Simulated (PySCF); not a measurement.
Estimate the missing entries of this data sheet.

Compound: 2,2,2-trifluoroethylamine, C2H4F3N.
Z-matrix (Å and degrees, PBE0-D3(BJ)/def2-TZVP geometry), rows numbered from 1:
```
N 
C   1  1.4419
C   2  1.5105  1  110.40
F   3  1.3433  2  111.16  1    57.94
F   3  1.3414  2  110.35  1   176.82
F   3  1.3320  2  112.89  1   -62.83
H   1  1.0094  2  111.05  3   164.79
H   1  1.0113  2  111.33  3   -74.61
H   2  1.0994  1  115.88  3   120.82
H   2  1.0916  1  109.69  3  -117.15
```

```json
{"property": "rotational constants A, B, C", "level": "PBE0-D3(BJ)/def2-TZVP", "value": "?"}
{"property": "dipole moment", "level": "B97-2/pcSseg-2", "value": "?"}
{"property": "HOMO energy", "level": "B97-2/pcSseg-2", "value": "?"}
{"property": "LUMO energy", "level": "B97-2/pcSseg-2", "value": "0.34 eV"}
{"property": "13C chemical shifts (computed TMS as zero) by class", "level": "GIAO B97-2/pcSseg-2", "value": "?"}
{"property": "1H chemical shifts (computed TMS as zero) by class", "level": "GIAO B97-2/pcSseg-2", "value": "3.21 (H9/H10), 0.71 (H7/H8) ppm"}
{"property": "isotropic shieldings of nuclei other than C and H, by class", "level": "GIAO B97-2/pcSseg-2", "value": "241 (N1), 264 (F4/F5/F6) ppm"}
```

Electronic properties: PySCF, gas phase, density fitting. Isolated species at its PBE0-D3(BJ)/def2-TZVP geometry (one conformer only). NMR classes are plain means over equivalent atoms (diastereotopic ones count apart unless rotation or inversion swaps them), as if these changed places fast; in this geometry the members of some classes differ.

**Question.** The 13C chemical shifts (computed TMS as zero) by class?

**Answer.** 136.7 (C3), 49.4 (C2) ppm.

**Question.** What is the dipole moment?

**Answer.** 3.17 D.

**Question.** Give the rotational constants A, B, C.

**Answer.** 5.315, 2.819, 2.786 GHz.

**Question.** The HOMO energy?

**Answer.** -7.38 eV.

The rotational constants are those of a nearly prolate symmetric top. The dipole matches unit charges of opposite sign 0.66 Å apart (1 e·Å = 4.8032 D). With B = h/(8π²I), that is 505.379 GHz u Å² over I, the principal moments of inertia are 95.1, 179.3 and 181.4 u Å² (most abundant isotopes); the inertial defect Ic − Ia − Ib is -93.0 u Å² (zero for a rigid planar frame, negative otherwise).
